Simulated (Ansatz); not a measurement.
# F2 (singlet): from Hartree-Fock to the top rungs, cc-pVTZ

Aim: climb from Hartree-Fock through coupled cluster for F2 (singlet) at one geometry and basis, and see what each rung misses.

Program: Ansatz 0.2.0, Gaussian basis. Level of theory: cc-pVTZ, core rule «outside noble gas», up to 2 orbitals frozen. These are calculated values, not measurements.

The runs, in order: UHF; CCSD(T) on RHF; CCSD(T) on UHF; CCSDT(Q) on RHF; CCSDTQ on RHF.

### 1 The system

The geometry is an MP2(full)/6-31G* stationary point (not a proven minimum).

2 atoms, charge 0, spin multiplicity 1.

Atoms are counted from 1 here; the program's logs count them from 0.

Bond lengths: F1–F2 1.421 Å.

In the tables R marks a restricted determinant and U an unrestricted one; energies count from the table's Hartree-Fock row.

### 2 UHF

The input, in.yaml:

```yaml
crystal:
  periodic: [false, false, false]
  atoms:
    - {symbol: F, position_ang: [0.000000, 0.000000, 0.000000]}
    - {symbol: F, position_ang: [0.000000, 0.000000, 1.420608]}
basis:
  gaussian: {orbitals: cc-pVTZ}
magnetization: {spin_polarized: true, initial_magnetization: 0}
hamiltonian: {xc: hf}
output: {orbitals: {seedname: orbitals}}
```

Launch:

```sh
> ansatz run in.yaml --threads 1 --pin off --events-out ev --progress --plain --max-ram 3956MiB --backend cpu
```

The program printed:

```text
Functional definition: HF
  name "HF"
  cite "Fock, Z. Phys. 61, 126 (1930) doi:10.1007/BF01340294"
  parent pbe
  exchange = exact_x
  correlation = 0
370 factors; their error is unknown
mean field evaluation 1: about -5407.6891 eV, gradient 1.4e1 eV
mean field evaluation 2: about -5408.1835 eV, gradient 4.4e0 eV
mean field evaluation 4: about -5408.2245 eV, gradient 1.9e-1 eV
mean field evaluation 8: about -5408.2853 eV, gradient 6.4e-5 eV
mean field evaluation 16: about -5408.6038 eV, gradient 6.1e-1 eV
mean field evaluation 32: about -5408.6049 eV, gradient 2.6e-5 eV
mean field -5408.60491571 eV, -198.7625645683 hartree, gradient 2.6e-5 eV, S^2 0.387216; 2 other end points of the search recorded, 0 dependent functions left out
reference -5408.60491571 eV, -198.7625645683 hartree; 9, 9 occupied and 51, 51 virtual orbitals, 370 factors
Total energy: -5408.60491571 eV, -198.7625645683 hartree
```

Run time: 0.36 s. Hardware: 1 thread of AMD EPYC 7R13, shared host.

From the report: ⟨S²⟩ of the determinant 0.387 (pure singlet: 0.00).

The unrestricted solution breaks the spin symmetry, so the restricted determinant is unstable here.

### 3 CCSD(T) on RHF

The input, in.yaml:

```yaml
crystal:
  periodic: [false, false, false]
  atoms:
    - {symbol: F, position_ang: [0.000000, 0.000000, 0.000000]}
    - {symbol: F, position_ang: [0.000000, 0.000000, 1.420608]}
basis:
  gaussian: {orbitals: cc-pVTZ}
magnetization: {spin_polarized: false}
correlation: {method: ccsd_t, electrons: outside_noble_gas}
```

Launched as before.

The program printed, shortened:

```text
Functional definition: HF
  name "HF"
  cite "Fock, Z. Phys. 61, 126 (1930) doi:10.1007/BF01340294"
  parent pbe
[...]
381 factors; integrals over basis functions are off by at most 6.8e-4 eV
[...]
mean field -5408.28585479 eV, -198.7508392958 hartree, gradient 4.1e-6 eV, S^2 0.000000; 0 other end points of the search recorded, 0 dependent functions left out; unrestricted orbitals would lower it
2 core orbitals not correlated: weight in the atoms' cores, before any rotation towards them, 1.000 or more for the frozen orbitals, at most 0.000 for the correlated occupied ones
reference -5408.28585479 eV, -198.7508392958 hartree; 7, 7 occupied and 51, 51 virtual orbitals, 381 factors
second order -14.24459894 eV of doubles, -0.00000000 eV of singles
cycle   1  -13.88202319 eV  change    3.6e-1 eV  update   7.0e-2
[...]
cycle   9  -14.34158987 eV  change   -8.7e-7 eV  update   1.0e-5
perturbative correction -0.49559031 eV, -0.0182126082 hartree
Total energy: -5423.12303497 eV, -199.2960956105 hartree
```

Wall time 0.78 s (1 thread of AMD EPYC 7R13, shared host).

From the report: correlation -14.8372 eV; T1 0.011; largest double amplitude 0.17.

### 4 CCSD(T) on UHF

in.yaml: that of step 3 with these lines changed.

```diff
@@ -7,3 +7,3 @@
   gaussian: {orbitals: cc-pVTZ}
-magnetization: {spin_polarized: false}
+magnetization: {spin_polarized: true, initial_magnetization: 0}
 correlation: {method: ccsd_t, electrons: outside_noble_gas}
```

Launched as before.

The program printed, shortened:

```text
Functional definition: HF
  name "HF"
  cite "Fock, Z. Phys. 61, 126 (1930) doi:10.1007/BF01340294"
  parent pbe
[...]
381 factors; integrals over basis functions are off by at most 6.8e-4 eV
[...]
mean field -5408.60544029 eV, -198.7625838461 hartree, gradient 1.9e-6 eV, S^2 0.387227; 4 other end points of the search recorded, 0 dependent functions left out
determinant -5408.60544029 eV, -198.7625838461 hartree, with singles and doubles -5422.49595711 eV, -199.2730509240 hartree
determinant -5405.62843136 eV, -198.6531807860 hartree, with singles and doubles -5418.51949165 eV, -199.1269185136 hartree
determinant -5408.28585479 eV, -198.7508392958 hartree, with singles and doubles -5422.59819642 eV, -199.2768081495 hartree
2 core orbitals not correlated: weight in the atoms' cores, before any rotation towards them, 1.000 or more for the frozen orbitals, at most 0.000 for the correlated occupied ones
reference -5408.60544029 eV, -198.7625838461 hartree; 7, 7 occupied and 51, 51 virtual orbitals, 381 factors
second order -12.70457922 eV of doubles, -0.00000000 eV of singles
cycle   1  -13.91206830 eV  change    -1.9e0 eV  update   2.1e-2
[...]
cycle   9  -13.97033319 eV  change    4.6e-6 eV  update   8.0e-6
perturbative correction -0.50327977 eV, -0.0184951903 hartree
Total energy: -5423.07905325 eV, -199.2944793118 hartree
```

Wall time 2.4 s (1 thread of AMD EPYC 7R13, shared host).

From the report: ⟨S²⟩ of the determinant 0.387 (pure singlet: 0.00); correlation -14.4736 eV; T1 0.064; largest double amplitude 0.19.

### 5 CCSDT(Q) on RHF

The input, in.yaml:

```yaml
crystal:
  periodic: [false, false, false]
  atoms:
    - {symbol: F, position_ang: [0.000000, 0.000000, 0.000000]}
    - {symbol: F, position_ang: [0.000000, 0.000000, 1.420608]}
basis:
  gaussian: {orbitals: cc-pVTZ}
magnetization: {spin_polarized: false}
correlation: {method: ccsdt_q, electrons: outside_noble_gas}
```

Launch:

```sh
> ansatz run in.yaml --threads 5 --pin off --events-out ev --progress --plain --max-ram 130560MiB --backend cuda --devices 0, --max-vram 75GiB
```

The program printed, shortened:

```text
Functional definition: HF
  name "HF"
  cite "Fock, Z. Phys. 61, 126 (1930) doi:10.1007/BF01340294"
  parent pbe
[...]
732 factors; integrals over basis functions are off by at most 1.6e-7 eV
[...]
mean field -5408.28590808 eV, -198.7508412541 hartree, gradient 4.2e-6 eV, S^2 0.000000; 0 other end points of the search recorded, 0 dependent functions left out; unrestricted orbitals would lower it
2 core orbitals not correlated: weight in the atoms' cores, before any rotation towards them, 1.000 or more for the frozen orbitals, at most 0.000 for the correlated occupied ones
reference -5408.28590808 eV, -198.7508412541 hartree; 7, 7 occupied and 51, 51 virtual orbitals, 732 factors
second order -14.24464802 eV of doubles, -0.00000000 eV of singles
cycle   1  -13.88205101 eV  change    3.6e-1 eV  update   8.2e-2
[...]
cycle  15  -14.83690091 eV  change    2.5e-7 eV  update   3.7e-7
perturbative correction -0.04417376 eV, -0.0016233559 hartree
Total energy: -5423.16698275 eV, -199.2977106616 hartree
```

Wall time 8 s (1 × H100 with 5 threads of AMD EPYC 7R13, shared host); peak host memory 0.8 GiB.

From the report: correlation -14.8811 eV; T1 0.011; largest double amplitude 0.20.

### 6 CCSDTQ on RHF

in.yaml: that of step 5 with these lines changed.

```diff
@@ -8,2 +8,2 @@
 magnetization: {spin_polarized: false}
-correlation: {method: ccsdt_q, electrons: outside_noble_gas}
+correlation: {method: ccsdtq, electrons: outside_noble_gas}
```

The command is unchanged.

The program printed, shortened:

```text
Functional definition: HF
  name "HF"
  cite "Fock, Z. Phys. 61, 126 (1930) doi:10.1007/BF01340294"
  parent pbe
[...]
732 factors; integrals over basis functions are off by at most 1.6e-7 eV
[...]
mean field -5408.28590808 eV, -198.7508412541 hartree, gradient 4.2e-6 eV, S^2 0.000000; 0 other end points of the search recorded, 0 dependent functions left out; unrestricted orbitals would lower it
2 core orbitals not correlated: weight in the atoms' cores, before any rotation towards them, 1.000 or more for the frozen orbitals, at most 0.000 for the correlated occupied ones
reference -5408.28590808 eV, -198.7508412541 hartree; 7, 7 occupied and 51, 51 virtual orbitals, 732 factors
second order -14.24464802 eV of doubles, -0.00000000 eV of singles
cycle   1  -13.88205101 eV  change    3.6e-1 eV  update   8.3e-2
[...]
cycle  16  -14.87568063 eV  change   -3.9e-7 eV  update   5.0e-7
Total energy: -5423.16158871 eV, -199.2975124341 hartree
```

It took 60 s on 1 × H100 with 5 threads of AMD EPYC 7R13, shared host; peak host memory 0.83 GiB.

From the report: correlation -14.8757 eV; T1 0.011; largest double amplitude 0.20.

### 7 The ladder

The yardstick is RCCSDTQ, where the cluster series has nearly closed. Rows without a time come out of other runs: HF, MP2 and CCSD of CCSD(T), CCSDT of CCSDT(Q).

Differences are taken before rounding.

```
   method  energy from the lowest RHF (meV)  from RCCSDTQ (meV)        time
      RHF                               0.0            +14875.7            
      UHF                            -319.6            +14556.1            
     RMP2                          -14244.6              +631.1            
     UMP2                          -13024.2             +1851.6            
    RCCSD                          -14341.6              +534.1            
    UCCSD                          -14289.9              +585.8            
 RCCSD(T)                          -14837.2               +38.6      0.78 s
 UCCSD(T)                          -14793.2               +82.5       2.4 s
   RCCSDT                          -14837.0               +38.8            
RCCSDT(Q)                          -14881.1                -5.4   8 s (GPU)
  RCCSDTQ                          -14875.7                   0  60 s (GPU)
```

Some runs used a GPU and others CPU threads alone; cost is compared among the CPU runs only.

### 8 Outcome

```
                         quantity                        value
     RCCSDTQ below the RHF energy                  -14.8757 eV
                RMP2 from RCCSDTQ                   +631.1 meV
                UMP2 from RCCSDTQ                  +1851.6 meV
               RCCSD from RCCSDTQ                   +534.1 meV
            RCCSD(T) from RCCSDTQ                    +38.6 meV
            UCCSD(T) from RCCSDTQ                    +82.5 meV
           RCCSDT(Q) from RCCSDTQ                     -5.4 meV
levels within 1 kcal/mol (43 meV)  RCCSD(T), RCCSDT, RCCSDT(Q)
                    T1 diagnostic                        0.011
```

**Reading.** RCCSD(T) lands +38.6 meV from the yardstick (0.3 % of the correlation energy). CCSD(T) misses by +38.6 meV on the restricted determinant and by +82.5 meV on the unrestricted one; the two need not hold the same state or core. These misses are within one basis, not against nature.
